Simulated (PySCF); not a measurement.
Gas-phase reaction: 2 SiF4 + SiH2Cl2 = SiCl2F2 + 2 SiHF3

Energies from PySCF, thermal terms from the rigid-rotor harmonic-oscillator model, ideal gas at 1 bar. † marks an energy on the PBE0/def2-TZVP geometry and frequencies; other levels use their own. CCSD(T) freezes the core. All species are closed-shell singlets. CCSD(T) isn't extrapolated to the basis-set limit; its ΔH°(298 K) is -0.4 kJ in def2-SVP and 5.2 kJ in def2-TZVPP. The harmonic model lacks anharmonicity and excited electronic states, which grow with temperature; levels with a mode under 35 cm⁻¹ are left out.

```tsv
level	ΔE electronic, kJ	ΔH°(298 K), kJ	ΔS°(298 K), J/K	ΔG°(1600 K), kJ
CCSD(T)/def2-SVP†	-1	0	25	-39
HF/def2-TZVP†	13	13	25	-25
PBE/def2-SVP	-10	-9	24	-48
LDA/def2-TZVP†	-4	-4	25	-42
ωB97M-V/def2-TZVP†	-3	-2	25	-41
ωB97X-V/def2-TZVP†	-3	-3	25	-41
```
ΔH° is lowest at PBE/def2-SVP and highest at HF/def2-TZVP†. No reference value is set beside these.
